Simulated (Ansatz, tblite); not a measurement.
# The cluster Pb₃+: a ladder of methods and basis sets

Aim: run the doublet of the cluster Pb₃+ at one geometry on many levels, and compare frontier levels, spin and run time.

The runs use Ansatz 0.2.0, Gaussian basis; as each input shows.

The runs, in order: GFN1-xTB, GFN2-xTB, PBE-D4/def2-TZVP, r2SCAN-D4/def2-TZVP, HSE06-D4/def2-TZVP, LDA/def2-TZVP, r2SCANh-D4/def2-TZVP, CAM-B3LYP-D4/def2-TZVP, PBE-QIDH/def2-TZVP, PBE-D4/def2-SVP, PBE0-D4/def2-SVP, CCSD(T)/def2-SVP, MP2/def2-TZVP, RPA/def2-TZVP.

## 1. The geometry

The doublet was relaxed beforehand with PBE0-D4/def2-SVP. At that level it is the lowest of the isomers that a small search found.

3 atoms, charge 1, spin multiplicity 2.

Bond lengths: Pb1–Pb2 2.968 Å, Pb2–Pb3 2.992 Å. Angles: Pb1–Pb2–Pb3 76.1°.

Pb takes a core potential in the def2 sets. No spin-orbit coupling is included. The ion is computed in the gas phase, without counter-ions or solvent.

PBE0-D4/def2-TZVP was run before; its log isn't repeated, and its numbers join the tables.

## 2. GFN1-xTB

Tight binding, by tblite at 300 K electronic temperature and without a spin-polarisation term:

```python
tblite.interface.Calculator('GFN1-xTB', numbers, positions, charge=1, uhf=1).singlepoint()
```

Energy -120.8245 eV; 0.001 s.

## 3. GFN2-xTB

Tight binding, by tblite at 300 K electronic temperature and without a spin-polarisation term:

```python
tblite.interface.Calculator('GFN2-xTB', numbers, positions, charge=1, uhf=1).singlepoint()
```

Energy -176.9821 eV; 0.001 s.

## 4. PBE-D4/def2-TZVP

start.molden holds the orbitals of an earlier run on this state, given as this run's starting guess.

Input file in.yaml:

```yaml
crystal:
  periodic: [false, false, false]
  atoms:
    - {symbol: Pb, position_ang: [-1.669793, 1.081859, -0.021367]}
    - {symbol: Pb, position_ang: [-0.261374, -1.518288, -0.273874]}
    - {symbol: Pb, position_ang: [1.931167, 0.436420, 0.295240]}
basis:
  gaussian: {orbitals: def2-TZVP, initial_orbitals: start.molden}
total_charge: 1
magnetization: {spin_polarized: true, initial_magnetization: 1}
hamiltonian: {xc: pbe, dispersion: d4}
scf: {omitted_lower_state_checks: [starts]}
output: {orbitals: {seedname: orbitals}}
```

Run with:

```console
ansatz run in.yaml --threads 4 --pin off --events-out ev --progress --plain --max-ram 3916MiB
```

Further steps of the session: r2SCAN-D4/def2-TZVP; HSE06-D4/def2-TZVP; LDA/def2-TZVP; r2SCANh-D4/def2-TZVP; CAM-B3LYP-D4/def2-TZVP; PBE-QIDH/def2-TZVP; PBE-D4/def2-SVP; PBE0-D4/def2-SVP; CCSD(T)/def2-SVP; MP2/def2-TZVP; RPA/def2-TZVP.

Q: Predict the results of all the runs planned. Wanted: gap in def2-TZVP, named functionals, smallest and largest; correlation energy, CCSD(T)/def2-SVP; correlation energy, MP2/def2-TZVP; ⟨S²⟩ in def2-TZVP, named functionals, smallest and largest; PBE0 total energy, smallest basis above largest.

**Answer**, as computed:

| quantity | value |
| --- | --- |
| gap in def2-TZVP, named functionals, smallest and largest | 0.08 eV (LDA), 3.53 eV (CAM-B3LYP-D4) |
| correlation energy, CCSD(T)/def2-SVP | -7.38 eV |
| correlation energy, MP2/def2-TZVP | -30.46 eV |
| ⟨S²⟩ in def2-TZVP, named functionals, smallest and largest | 0.751, 1.433 |
| PBE0 total energy, smallest basis above largest | 0.43 eV (def2-SVP, def2-TZVP) |

Orbital gaps of the named functionals in def2-TZVP span 0.08 eV (LDA) to 3.53 eV (CAM-B3LYP-D4); exact exchange widens it. Over the named functionals in def2-TZVP spin contamination reaches 0.68 (r2SCANh-D4), so some levels may describe another state. Notes on CCSD(T)/def2-SVP: large T1 diagnostic, spin contamination.
